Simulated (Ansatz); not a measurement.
Ideal-gas functions of H4P2, SMILES `PP` at 600 K and 1 bar, from an Ansatz frequency run at PBE0-D4/def2-TZVP.

Molar mass 65.98 g/mol, point group C2h (symmetry number 2), electronic degeneracy 1, moments of inertia 7.833, 86.56, 87.162 u Å². Harmonic wavenumbers (cm⁻¹, unscaled): 84, 453, 626, 635, 865, 920, 1088, 1095, 2391, 2397, 2399, 2411.

Use S(trans) = R[1.5 ln M + 2.5 ln T − 1.1517]; rotational temperatures θ = 24.2544 K / I; S(rot) = R[ln(√π/σ · √(T³/θAθBθC)) + 1.5]; for each mode x = 1.438777 ν̃/T, S = R[x/(eˣ − 1) − ln(1 − e⁻ˣ)] and H = RT x/(eˣ − 1); 1 cm⁻¹ = 0.0119627 kJ/mol; R = 8.31446 J/(mol·K).

Question: By hand: the entropy, in J/(mol·K).

Answer: Translation 175.6. Rotation: θ = 3.0964, 0.2802, 0.2783 K, giving 97.2. Vibration, mode by mode: 21.65, 8.02, 5.68, 5.58, 3.59, 3.24, 2.36, 2.33, 0.18, 0.18, 0.18, 0.17, in all 53.2. Electronic 0.0. Sum 326.0 J/(mol·K).

Question: By hand: H − E and G − E in kJ/mol, counted from the electronic energy.

Answer: Zero-point energy ½ × 15364 × 0.0119627 = 91.9; thermal vibration 16.8; translation, rotation and pV give 4 RT = 20.0. H − E = 128.7 kJ/mol, and G − E = 128.7 − 600 × 326.0/1000 = -66.9 kJ/mol.

Vibration gives 16 % of the entropy, 21.7 J/(mol·K) of it from the mode under 150 cm⁻¹: soft modes count most, and the harmonic formula is weakest for them.
